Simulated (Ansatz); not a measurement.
Geometry optimisation, RKS PBE0-D4/6-31G* (Ansatz 0.2.0).

The input (input.yaml):

```yaml
crystal:
  periodic: [false, false, false]
  atoms:
    - { symbol: O, position_ang: [1.00404, 0.08689, -1.63568] }
    - { symbol: C, position_ang: [0.23428, 0.02616, -0.57152] }
    - { symbol: C, position_ang: [-0.47609, 0.08704, 0.38924] }
    - { symbol: O, position_ang: [-1.3171, 0.06288, 1.39963] }
    - { symbol: H, position_ang: [1.47811, -0.74513, -1.75631] }
    - { symbol: H, position_ang: [-0.1447, 0.82811, 1.11663] }
basis:
  gaussian: { orbitals: "6-31G*" }
hamiltonian:
  xc: pbe0
  dispersion: d4
relax:
  f_tol: 0.02
  max_steps: 50
output:
  orbitals: {}
```

Run as:

```bash
$ ansatz run input.yaml --threads 1 --pin off --max-ram 2048MiB --backend cpu --events-out ev --progress --plain --runs-dir out
```

Problem. Where does it end, and by what steps?

Solution. It converged. After 22 steps the energy has fallen by 2.568 eV; O4 moved furthest, 0.75 Å.

```
step  energy less start (eV)  largest force component (eV/Å)  accepted
   0                  0.0000                           4.528       yes
   1                 -0.1685                           1.549       yes
   2                 -0.2773                           1.615       yes
   3                 -0.8340                           3.463       yes
   4                 -1.1724                           3.233       yes
   5                 -1.2426                           8.482       yes
   6                 -1.2998                           2.521       yes
   7                 -1.8364                           1.314       yes
   8                 -2.1190                           1.179       yes
   9                 -2.2431                           1.889       yes
  10                 -2.3522                           1.440       yes
  11                 -2.3818                           1.105       yes
  12                 -2.4444                           0.737       yes
  13                 -2.4855                           0.578       yes
  14                 -2.5220                           0.406       yes
  15                 -2.5443                           1.420       yes
  16                 -2.5531                           0.766       yes
  17                 -2.5593                           0.312       yes
  18                 -2.5644                           0.180       yes
  19                 -2.5662                           0.103       yes
  20                 -2.5673                           0.026       yes
  21                 -2.5675                           0.022       yes
  22                 -2.5677                           0.015       yes
```

```xyz
6
Properties=species:S:1:pos:R:3
O 0.657 0.032 -1.451
C 0.577 -0.464 -0.251
C -0.338 0.294 0.615
O -1.525 0.035 0.679
H 1.242 -0.536 -1.983
H 0.165 0.985 1.333
```

Whether the end is a true minimum wasn't checked by a vibrational analysis.

The run took 34 s on 1 thread of Arm Neoverse V2 (shared host), peak memory 0.11 GiB.
